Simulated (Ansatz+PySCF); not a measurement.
Stretching singlet H₂O

```xyz
3

O     0.0000    0.0000   -0.1077
H     0.0000    0.6788    0.4308
H     0.0000   -0.6788    0.4308
```

All coordinates are scaled together; the H2–H3 distance labels the points.

Basis set: 6-31G (spherical functions). Frozen core: 1 orbital. Charge 0, multiplicity 1.

Computed with Ansatz (development build ahead of 0.2.0), each point on the determinant that the search for low states chose. Each curve is measured from its own lowest point listed.

```
r(H2–H3) (Å)  full CI (lowest root of this spin) (eV)  PBE0 (restricted) (eV)  PBE0 (unrestricted) (eV)
       1.358                                    0.777                   0.689                     0.689
       1.584                                    0.000                   0.000                     0.000
       1.810                                    0.860                   0.975                     0.975
       2.036                                    2.188                   2.487                     2.487
       2.263                                    3.522                   4.098                     4.098
       2.489                                    4.692                   5.644                     5.628
       2.640                                    5.352                   6.607                     6.406
       2.866                                    6.150                   7.934                     7.201
       3.092                                    6.728                   9.111                     7.707
       3.318                                    7.117                  10.142                     8.032
       3.545                                    7.362                  11.033                     8.246
       3.771                                    7.511                  11.800                     8.387
```

Question: Give the RHF-MP2 curve at the same distances.

Answer: (r (Å), E (eV)): (1.358, 0.751), (1.584, 0.000), (1.810, 0.914), (2.036, 2.337), (2.263, 3.810), (2.489, 5.161), (2.640, 5.962), (2.866, 6.993), (3.092, 7.810), (3.318, 9.372), (3.545, 11.472), (3.771, 12.130)

Question: Where does unrestricted Hartree–Fock leave the restricted solution?

Answer: Between 1.961 and 2.036 Å; <S²> reaches 1.96 at 3.77 Å.

Caution for RHF-MP2 at some points: bonds are stretched, where a single reference can fail; large amplitudes, a single reference is doubtful; another reference gives a lower total; the program doubts this total. Caution for RHF-MP2 at some points, PBE0 (restricted) at some points: an unrestricted determinant lies well below. Caution for PBE0 (restricted) at some points, PBE0 (unrestricted) at some points: charge can spread falsely over distant fragments. Caution for PBE0 (unrestricted) at some points: the unrestricted determinant is a mixture of spin states.
